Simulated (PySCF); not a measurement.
**Structure elucidation problem**

An unknown has the formula C5H10. Its calculated NMR data are:

1H NMR (500 MHz, computed): δ 1.04 (s, 6H), 0.29 (s, 4H).

13C{1H} NMR (computed): δ 28.2 (CH3), 16.3 (CH2), 13.0 (C).

PySCF 2.14.0 with density-fitted response routines calculation with NMR shieldings at CAM-B3LYP/pcSseg-2/GIAO, coordinates at the PBE0-D3(BJ)/def2-SVP level and J: B3LYP/pcJ-1 (without the spin–dipole term); in vacuum, rapidly exchanging positions averaged, single conformer, non-relativistic.

δ = σ(ref) − σ, references computed at the same level: 1H (31.34 ppm), 13C (182.55 ppm) against TMS.

What is the structure?

Results:


1. Rings plus π bonds: 1 (1 ring in the answer).
2. 3 carbon signals for 5 carbons: some carbons are equivalent by symmetry or fast rotation.
3. Carbon types of the structure: 1 × C, 2 × CH2, 2 × CH3, which accounts for all hydrogens.
4. δC 28.2: methyl carbon; saturated and bonded to C and H only.
5. δC 16.3, 13.0: three-membered-ring carbon; carbons of three-membered rings are unusually shielded.
6. δH 1.04: hydrogen on a methyl carbon; far from electronegative atoms and π systems.
7. δH 0.29: hydrogen on a three-membered-ring carbon; cyclopropane-type protons are shielded by the ring.

These data were computed for `CC1(C)CC1`.

This is the structure that produced the data.

Shifts are as computed, not scaled to solution data. Of 1211 compounds with measured shifts, 218 miss one by over three times the rms of a fit or turn the order of signals round; such compounds aren't used in these exercises.
